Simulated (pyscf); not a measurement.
## Four-centre exchange: Cl–Ti(Cl)(Cl)–Cl + NH₃ -> HCl + H₂N–Ti(Cl)(Cl)–Cl

Gas phase, singlet surface, charge 0. Bonds broken: Cl1–Ti2, N6–H7. Bonds formed: Cl1–H7, Ti2–N6. PySCF, gas phase, ωB97X-D3(BJ)/def2-SVP geometries.

Transition state (Å):

```xyz
9

Cl    -2.2971    -1.2796     0.1119
Ti     0.0343     0.2902    -0.1406
Cl     1.7396     1.6046     0.1175
Cl    -1.0626     1.3357    -1.6794
Cl     1.0193    -1.5818    -0.5762
N     -0.7009     0.4387     1.6492
H     -1.7517    -0.5037     1.1625
H     -0.1153     0.0804     2.4070
H     -1.0546     1.3607     1.9147
```

One imaginary mode, 509i cm⁻¹; descent along it reached the two sides named, in the forms told below.

```tsv
bond	change	reactant side (Å)	saddle	product side
Cl1–Ti2	breaks	2.249	2.8	3.8
N6–H7	breaks	1.021	1.493	2.098
Cl1–H7	forms	2.521	1.415	1.293
Ti2–N6	forms	2.213	1.941	1.839
```

Electronic energies relative to the separated reactants (kcal/mol):

```json
[
 {"level": "ωB97X-D3(BJ)/def2-TZVP", "barrier": "20.5", "reaction energy": "+17.1", "reverse barrier": "3.4"},
 {"level": "PBE/def2-TZVP", "barrier": "20.2", "reaction energy": "+17.8", "reverse barrier": "2.4"},
 {"level": "r²SCAN/def2-TZVP", "barrier": "20.0", "reaction energy": "+17.9", "reverse barrier": "2.1"},
 {"level": "B3LYP-D3(BJ)/def2-TZVP", "barrier": "20.7", "reaction energy": "+17.0", "reverse barrier": "3.7"},
 {"level": "PBE0-D3(BJ)/def2-TZVP", "barrier": "19.2", "reaction energy": "+16.8", "reverse barrier": "2.3"},
 {"level": "M06-2X/def2-TZVP", "barrier": "19.9", "reaction energy": "+14.7", "reverse barrier": "5.2"},
 {"level": "ωB97M-D3(BJ)/def2-TZVP", "barrier": "21.5", "reaction energy": "+14.9", "reverse barrier": "6.6"},
 {"level": "HF/def2-TZVP", "barrier": "34.8", "reaction energy": "+13.7", "reverse barrier": "21.1"}
]
```

With ωB97M-D3(BJ)/def2-TZVP energies and thermal terms (ideal gas, 1 atm, RRHO with modes under 100 cm⁻¹ raised to 100, one conformer, R ln 2 for chiral ones without a mode under 150 cm⁻¹), in kcal/mol:

```json
[
 {"T (K)": "298", "ΔH‡": "18.5", "ΔG‡": "27.6", "ΔH": "+12.4", "ΔG": "+10.6"},
 {"T (K)": "600", "ΔH‡": "19.1", "ΔG‡": "36.8", "ΔH": "+13.2", "ΔG": "+8.5"},
 {"T (K)": "900", "ΔH‡": "20.1", "ΔG‡": "45.4", "ΔH": "+13.9", "ΔG": "+6.0"},
 {"T (K)": "1200", "ΔH‡": "21.1", "ΔG‡": "53.7", "ΔH": "+14.5", "ΔG": "+3.2"}
]
```

On the reactant side the descent ends in an adduct with a N–Ti contact, 14.2 kcal/mol under the separated species and 34.8 kcal/mol under the saddle at ωB97X-D3(BJ)/def2-TZVP. What is counted as formed (N–Ti) is already present as a longer contact in the reactant adduct; forming that adduct is a step of its own. This is the saddle that the search found; another between the same sides may lie lower.
